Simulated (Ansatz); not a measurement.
The input, for Ansatz 0.2.0:

```yaml
crystal:
  periodic: [false, false, false]
  atoms:
    - {symbol: C, position_ang: [0.000000, 0.000000, 0.000000]}
    - {symbol: Ga, position_ang: [0.000000, 0.000000, 3.660000]}
basis:
  gaussian: {orbitals: cc-pVDZ, fitting: {mean_field: def2-universal-jkfit}, point_charges: [{charge: 1.00, position_ang: [3.740, 0.356, 0.233]}]}
magnetization: {spin_polarized: false, initial_magnetization: 3}
correlation: {active_space: {window: {electrons: 7, orbitals: 7}, fixed_orbitals: true}}
output: {forces: true}
```

```sh
$ ansatz run in.yaml --threads 1 --pin off --events-out ev --progress --plain --max-ram 2393MiB
```

Output:

```
341 factors; integrals over basis functions are off by at most 5.8e-2 eV
mean field evaluation 1: about -53357.3402 eV, gradient 1.1e1 eV
mean field evaluation 2: about -53323.2498 eV, gradient 3.7e1 eV
mean field evaluation 4: about -53357.0800 eV, gradient 1.2e1 eV
mean field evaluation 8: about -53358.5735 eV, gradient 4.5e-2 eV
mean field evaluation 16: about -53358.4588 eV, gradient 6.8e-1 eV
mean field evaluation 32: about -53358.3810 eV, gradient 1.1e0 eV
mean field evaluation 64: about -53358.1523 eV, gradient 2.1e-1 eV
mean field evaluation 96: about -53358.5721 eV, gradient 7.7e-2 eV
mean field -53358.57358363 eV, -1960.8914114582 hartree, gradient 2.0e-6 eV, S^2 3.750000; 16 other end points of the search recorded, 0 dependent functions left out
reference -53358.57358363 eV, -1960.8914114582 hartree; 20, 17 occupied and 21, 24 virtual orbitals, 341 factors
state -53358.85895571 eV, -1960.9018986888 hartree
the calculation of the forces begins
Total energy: -53358.85895571 eV, -1960.9018986888 hartree
Atom 0 at     0.000000     0.000000     0.000000 Å, force     0.375830     0.035774     0.640211 eV/Å
Atom 1 at     0.000000     0.000000     3.660000 Å, force    -0.068311    -0.006502    -0.554202 eV/Å
Dipole moment:    -0.202348    -0.019261     0.980565 e Å
```

Natural occupations: 1.9994 1.9640 1.0002 1.0002 0.9998 0.0182 0.0181.

Forces (eV/Å):
```
C    0.376  0.036  0.640
Ga  -0.068 -0.007 -0.554
```

Ran on 1 thread of Arm Neoverse V2, shared host: 2 s wall, 0.21 GiB peak host memory.
